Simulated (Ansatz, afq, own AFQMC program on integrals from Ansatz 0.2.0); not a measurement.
AFQMC on a folder of integrals that Ansatz 0.2.0 wrote.

```yaml
crystal:
  periodic: [false, false, false]
  atoms:
    - {symbol: Al, position_ang: [0.319716, 0.000000, 1.444666]}
    - {symbol: C, position_ang: [-1.042426, 0.000000, 0.056118]}
    - {symbol: Cl, position_ang: [0.109831, 0.000000, -1.118476]}
basis:
  gaussian: {orbitals: cc-pVDZ}
magnetization: {spin_polarized: true, initial_magnetization: 2}
correlation: {method: ccsd_t, electrons: outside_noble_gas, hamiltonian_folder: ham}
```

```sh
$ ansatz run in.yaml --threads 1 --pin off --events-out ev --progress --plain --max-ram 1382MiB
```

afq runs on the folder ham with

```
--method phaseless --trial cisd --walkers 60 --populations 1 --least-time 40 --time-step 0.005 --steps-per-block 50 --equilibration-blocks 28 --max-blocks 300 --target-error 0.00045 --factor-cut 1e-05 --start spin_pure --seed 858 --release-times 0.24,0.51,0.99,1.62,2.4 --release-step 0.03 --release-every 4 --taylor-order 6
```

Times are imaginary, in 1/Eh. The walk had a cap of 1812 s.

afq prints:

```
orbitals 39  electrons 8 6  factors 302 of 511
reference energy -739.16866422 Eh
CCSD correlation -0.30367224 Eh in 15 cycles, weight of the determinant in the CISD state 0.8294
energy of the start -739.471452 Eh
 block  time / (1/Eh)  mean weight  energy / Eh
     1     0.250  0.9999  -739.466272
     2     0.500  0.9997  -739.467551
     3     0.750  0.9995  -739.470958
     4     1.000  1.0026  -739.474370
     5     1.250  1.0007  -739.476459
     7     1.750  1.0032  -739.474195
     9     2.250  0.9991  -739.473952
    17     4.250  1.0016  -739.481497
    33     8.250  0.9997  -739.486609
    49    12.250  0.9993  -739.487445
    65    16.250  1.0005  -739.474828
    81    20.250  0.9996  -739.483545
    97    24.250  1.0002  -739.487238
   113    28.250  1.0005  -739.492100
   129    32.250  0.9997  -739.486970
   145    36.250  1.0000  -739.483087
   161    40.250  1.0024  -739.483200
   177    44.250  0.9996  -739.487524
   193    48.250  0.9991  -739.492802
   209    52.250  1.0018  -739.487020
   225    56.250  0.9984  -739.485707
   241    60.250  1.0006  -739.480115
   257    64.250  1.0002  -739.491746
   273    68.250  0.9994  -739.477137
   289    72.250  1.0007  -739.485572
   305    76.250  0.9988  -739.493513
   321    80.250  1.0011  -739.482868
blocks merged  error / Eh  count
     1  0.000327  300
     2  0.000396  150
     4  0.000471  75
     8  0.000486  37
    16  0.000566  18
    32  0.000486  9
released: time / (1/Eh)  energy / Eh  error  mean overlap
  0.24  -739.484487  0.000550  0.9978
  0.51  -739.484204  0.000653  1.0016
  0.99  -739.483681  0.000724  1.0307
  1.62  -739.483866  0.000903  1.0304
  2.40  -739.484191  0.001222  1.0611
energy -739.484088 +/- 0.000566 Eh
(rows thinned)
```

The run passed its tests (sampling time, drift between the halves within three errors, error under three times the target), which doesn't prove that it has relaxed.

Against this walk (error 15.4 meV) on the same determinant: CCSD(T) 46.6 meV higher, CCSDT(Q) 17.0 meV lower (within the noise). The error is statistical and leaves out the bias of the constraint. Released to 1.62 1/Eh the energy moves by 6 ± 29 meV (both errors), within twice the noise.

Cautions: constraint bias not in the error; error above the target (15.4 against 12.2 meV); lower spins were not checked.

The walk took 5.3 min on 1 thread of AMD EPYC 9R45 96-Core Processor (Zen 5), with other jobs on the host. The log's last line is the phaseless energy.

CCSDT and higher add their correlation energy to the determinant of the CCSD(T) run, since their own runs factorise the integrals more tightly (a shift of under 2 meV). A walk keeps the symmetry of its determinant, which the program's search chose and which needn't be the lowest solution, so a lower state of the same spin and another symmetry isn't excluded.
